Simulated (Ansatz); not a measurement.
Two shapes of doublet CO2(+).

Shape 1:

```xyz
3

O     0.0000    0.0000   -1.2947
C     0.0000    0.0000    0.0000
O     0.0000    0.0000    1.2947
```

Shape 2:

```xyz
3

O     0.0000    0.0000   -1.1181
C     0.0000    0.0000    0.0000
O     0.0000    0.0000    1.1181
```

Basis set: def2-SVP (spherical functions). Left uncorrelated: 3 orbitals. Correlation on ROHF uses semicanonical orbitals with singles. Charge 1, multiplicity 2.

Computed with Ansatz (development build ahead of 0.2.0); each method stands on the lowest determinant of its kind that the runs found.

(1) Which shape is lower in energy, and by how much in each method?

Answers

(1)

```
      method  E(2) − E(1) (eV)
        ROHF            -1.722
         UHF            -1.290
ROHF-CCSD(T)            -0.495
 UHF-CCSD(T)            -0.505
```

Shape 2 is lower. Caution for ROHF, ROHF-CCSD(T): an unrestricted determinant lies well below; the determinant may break the point group. Caution for UHF, UHF-CCSD(T): the unrestricted determinant is spin contaminated.
